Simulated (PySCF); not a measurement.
Species: C4H4F2.
Z-matrix (Å and degrees, PBE0-D3(BJ)/def2-SVP geometry), rows numbered from 1:
```
F 
C   1  1.3162
C   2  1.3363  1  135.37
F   3  1.3161  2  135.28  1    -0.01
C   3  1.4985  2   94.38  1   179.76
C   2  1.4985  1  130.30  3  -179.82
H   5  1.1015  3  115.61  2  -114.31
H   5  1.1017  3  116.01  2   115.57
H   6  1.1018  2  115.59  1    65.55
H   6  1.1016  2  116.03  1   -64.62
```

Computed with PySCF at PBE0/pcSseg-1 and PBE0/def2-SVPD, non-relativistic, on one gas-phase PBE0-D3(BJ)/def2-SVP geometry that isn't relaxed in the solvent. The solvent is an IEF-PCM continuum (Bondi radii, 1.10 Å for H, scaled by 1.2). Specific hydrogen bonds and non-electrostatic terms are outside this model.

Gas phase at PBE0/pcSseg-1: HOMO -7.00 eV, LUMO 0.94 eV, dipole 2.20 D.

Q: What does the continuum do to the energy, the frontier levels and the dipole at PBE0/pcSseg-1 in chloroform and methanol?

A: 
```
   solvent      ε  E(solvent) − E(gas) (kcal/mol)  polarisation term (kcal/mol)  distortion of the solute (kcal/mol)  HOMO (eV)  LUMO (eV)  dipole (D)
chloroform  4.711                           -1.55                         -1.73                                 0.18      -6.92       1.04        2.58
  methanol  32.61                           -2.08                         -2.41                                 0.33      -6.91       1.06        2.72
```

The first energy column is the sum of the next two and covers electrostatics alone. From chloroform to methanol the lowering changes by a factor 1.34, Onsager's factor (ε − 1)/(2ε + 1) by 1.34 and ε itself by 6.9.

Q: Which radius a makes the point-dipole formula ΔE = −[(ε − 1)/(2ε + 1)]·μ²/a³ give the value in methanol, with the gas-phase dipole?

A: μ = 0.865 au and |ΔE| = 0.00331 Eh give a = 2.52 Å; the farthest nucleus lies 2.42 Å from the centroid of the nuclei. The formula assumes a rigid point dipole at the centre of a sphere.

Q: Which Mulliken charges (PBE0/pcSseg-1) respond most in chloroform (means over atoms taken as equivalent)?

A: 
```tsv
atoms	environment	gas (e)	solvent (e)	change
F1/F4	vinyl fluorine	-0.241	-0.251	-0.010
C2/C3	vinylic C–F carbon	+0.179	+0.170	-0.009
H7/H8/H9/H10	methylene hydrogen	+0.145	+0.153	+0.008
C5/C6	allylic carbon	-0.227	-0.224	+0.003
```

Q: Which Mayer bond orders change most in chloroform?

A: 
| bond | length (Å) | gas | solvent | change |
| --- | --- | --- | --- | --- |
| F1–C2 | 1.316 | 1.001 | 0.988 | -0.013 |
| C3–F4 | 1.316 | 1.000 | 0.988 | -0.012 |
| C2–C3 | 1.336 | 1.724 | 1.731 | +0.007 |
| C5–H7 | 1.102 | 0.928 | 0.925 | -0.003 |
| C6–H9 | 1.102 | 0.928 | 0.925 | -0.003 |
| C5–H8 | 1.102 | 0.928 | 0.926 | -0.002 |
| C6–H10 | 1.102 | 0.928 | 0.926 | -0.002 |
| C3–C5 | 1.498 | 1.057 | 1.058 | +0.001 |

Gas phase at PBE0/def2-SVPD: HOMO -7.10 eV, LUMO 0.69 eV, dipole 2.28 D.

Q: What does the continuum do to the energy, the frontier levels and the dipole at PBE0/def2-SVPD in chloroform?

A: 
```csv
solvent,ε,E(solvent) − E(gas) (kcal/mol),polarisation term (kcal/mol),distortion of the solute (kcal/mol),HOMO (eV),LUMO (eV),dipole (D)
chloroform,4.711,-1.62,-1.83,0.21,-7.01,0.75,2.71
```

The atom shares or the degeneracy of the LUMO differ from the gas phase in chloroform, so that column needn't follow one orbital.

Q: How does the static polarisability (PBE0/def2-SVPD, frozen core, with the continuum's full static response) change?

A: 
```json
{"medium": "gas", "isotropic (au)": "46.6", "principal values (au)": "36.9, 48.8, 54.2", "⟨r²⟩ of the electrons (bohr²)": "518.5"}
{"medium": "chloroform", "isotropic (au)": "56.2", "principal values (au)": "44.7, 57.8, 66.1", "⟨r²⟩ of the electrons (bohr²)": "518.3"}
```

The isotropic value in chloroform is 1.21 times the gas-phase one; no cavity-field correction is applied. ⟨r²⟩ is taken about the centre of nuclear charge.
